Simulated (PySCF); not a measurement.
**BFO: core ionisation energies**

Fluorine oxoborane, BFO.
Z-matrix (Å and degrees, PBE0-D3(BJ)/def2-SVP geometry), rows numbered from 1:
```
O 
B   1  1.2053
F   2  1.2829  1  179.87
```

Theory: delta-SCF UKS SCAN, pcX-2 on the ionised atom, pcseg-1 elsewhere, spin-free X2C in PySCF 2.14.0. Vertical ΔSCF values, vacuum level as zero.

Problem. Give the core binding energies atom by atom.

Solution. 
| atom(s) | bonded to | level | binding energy (eV) | count |
| --- | --- | --- | --- | --- |
| B2 | F and O (double bond) | B 1s | 200.53 | 1 |
| O1 | B (double bond) | O 1s | 539.02 | 1 |
| F3 | B | F 1s | 695.96 | 1 |

Problem. Express the binding energy of F 1s of F3 in atomic units and per mole.

Solution. 695.96 eV = 25.5761 Eh = 67150 kJ/mol.

Geometry: PBE0-D3(BJ)/def2-SVP; no solvent, vibrations or thermal averaging.

Time: 4.2 s of wall time; peak memory 0.35 GiB. Hardware: one thread, Arm Neoverse N1 (aarch64), shared host with 64 logical CPUs at a one-minute load of 59.
